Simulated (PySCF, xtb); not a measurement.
CS₂, SMILES C(=S)=S.

GFN2-xTB (xtb) at its own geometry gives an orbital gap of 3.24 eV and a dipole moment of 0.00 D.

Coordinates come from a B3LYP-D3(BJ)/def2-TZVP optimisation.

Problem. What does CAM-B3LYP/def2-TZVPD in PySCF give? (Estimate from the structure and the level; the computed values follow.)

Solution. gap 7.97 eV (levels -9.00 and -1.03 eV), dipole 0.00 D.
